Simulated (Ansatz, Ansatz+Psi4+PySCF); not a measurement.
```yaml
atoms:
  - { symbol: N, position_ang: [0.0000, 0.0000, 0.0000] }
  - { symbol: C, position_ang: [0.0000, 1.2950, 0.0000] }
  - { symbol: C, position_ang: [0.0000, -1.1950, 0.0000] }
```

Basis set: cc-pVTZ (spherical functions). Correlated methods keep 3 orbitals frozen. Correlation on ROHF uses semicanonical orbitals with singles. Charge 0, multiplicity 2.

Computed with Ansatz (development build ahead of 0.2.0); each method stands on the lowest determinant of its kind that the runs found.

**Question.** Give the atomization energy at this shape (free ground-state atoms in the same class of orbitals less the molecule, no zero-point energy) of doublet C2N by ROHF-MP2, UHF-MP2.

**Answer.**

| method | atomization energy |
| --- | --- |
| ROHF-MP2 | 12.60 eV |
| UHF-MP2 | 12.37 eV |

Caution: the shape is not the minimum. Caution for UHF-MP2: the unrestricted determinant is spin contaminated.
